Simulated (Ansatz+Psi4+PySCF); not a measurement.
A calculation with PySCF 2.14.0.

```python
from pyscf import gto, scf, mp

mol = gto.M(atom="""
N 0.000000 -0.008630 -0.001390
F 0.000000 1.252350 0.869660
O 0.000000 -0.940440 0.649810
""", basis='cc-pvtz', charge=1, spin=1)
mf = scf.UHF(mol)
mf.kernel()
pt = mp.MP2(mf, frozen=3).run()
print(mf.e_tot, pt.e_corr, pt.e_tot)
```

The script is written out from the run's settings.

The run gave:

* Converged: yes
* Reference energy: -228.28274 hartree
* Correlation energy: -0.60441 hartree
* Total energy: -228.88715 hartree
* Spin squared of the determinant: 1.087

Messages of the program:
```
WARN: HOMO -0.350788551510814 >= LUMO -0.350788551510814
WARN: HOMO -0.350788551510814 >= LUMO -0.350788551510814
```

Caution: the unrestricted determinant is spin contaminated.
